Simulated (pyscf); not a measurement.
7 gas-phase steps of one pattern: four-centre exchange on the singlet surface, Cl–H + Ge–H or Cl–H + H–Si or Cl–H + H–Sn or F–H + Ge–H broken and Cl–Ge + H–H or Cl–Si + H–H or Cl–Sn + H–H or F–Ge + H–H formed. Structures and frequencies: ωB97X-D3(BJ)/def2-SVP in PySCF. Electronic energies in eV, from the separated reactants; ΔE‡ and ΔE at ωB97M-D3(BJ)/def2-TZVP. Rows were drawn at random from the steps of this pattern with a verified saddle, stable references and no exit in the data more than 5 kcal/mol lower.

```json
[
 {"row": "1", "step": "HCl (SMILES Cl) + :HSi–Cl (SMILES [SiH]Cl) [singlet] → Cl–Si:–Cl (SMILES Cl[Si]Cl) [singlet] + H₂ (SMILES [H][H])", "ΔE": "-1.35", "ΔE‡": "0.05"},
 {"row": "2", "step": "HO–Si(SiH₃)(SiH₃)–SiH₃ (SMILES O[Si]([SiH3])([SiH3])[SiH3]) + HCl (SMILES Cl) → HO–Si(SiH₃)(SiH₃)–SiH₂–Cl (SMILES O[Si]([SiH3])([SiH3])[SiH2]Cl) + H₂ (SMILES [H][H])", "ΔE": "-0.75", "ΔE‡": "1.14"},
 {"row": "3", "step": "H₃Ge–SnH₃ (SMILES [GeH3][SnH3]) + HCl (SMILES Cl) → Cl–SnH₂–GeH₃ (SMILES [Cl][SnH2][GeH3]) + H₂ (SMILES [H][H])", "ΔE": "-0.72", "ΔE‡": "1.31"},
 {"row": "4", "step": "H₃C–GeH₃ (SMILES [CH3][GeH3]) + HCl (SMILES Cl) -> H₃C–GeH₂–Cl (SMILES [CH3][GeH2][Cl]) + H₂ (SMILES [H][H])", "ΔE": "-0.62", "ΔE‡": "1.60"},
 {"row": "5", "step": "F–GeH₂–F (SMILES [F][GeH2][F]) + HF (SMILES F) -> F–GeH(F)–F (SMILES [F][GeH]([F])[F]) + H₂ (SMILES [H][H])", "ΔE": "-0.54", "ΔE‡": "?"},
 {"row": "6", "step": "GeH₄ (SMILES [GeH4]) + HCl (SMILES Cl) -> Cl–GeH₃ (SMILES [Cl][GeH3]) + H₂ (SMILES [H][H])", "ΔE": "-0.50", "ΔE‡": "1.80"},
 {"row": "7", "step": "Cl–GeH(Cl)–Cl (SMILES [Cl][GeH]([Cl])[Cl]) + HCl (SMILES Cl) → Cl–Ge(Cl)(Cl)–Cl (SMILES [Cl][Ge]([Cl])([Cl])[Cl]) + H₂ (SMILES [H][H])", "ΔE": "-0.42", "ΔE‡": "2.04"}
]
```

**Question.** From a straight line through the complete rows, estimate the missing barrier and say how far the line can be trusted.

**Answer.** Over the 6 complete rows the means are -0.73 (ΔE) and 1.32 (ΔE‡); least squares gives b = 2.12 and a = 2.86 eV, with residuals of 0.07 eV (root mean square; largest 0.13, row 2). For row 5: 2.86 + 2.12 × (-0.54) = 1.72 eV. The computed barrier is 1.45 eV, 0.27 under the line. The line follows the complete rows closely but misses this one by more than their scatter. Each barrier is that of the saddle found. Elements up to Kr have no core potential and no relativistic terms here. Elements past Kr carry the def2 core potentials, without spin-orbit coupling.
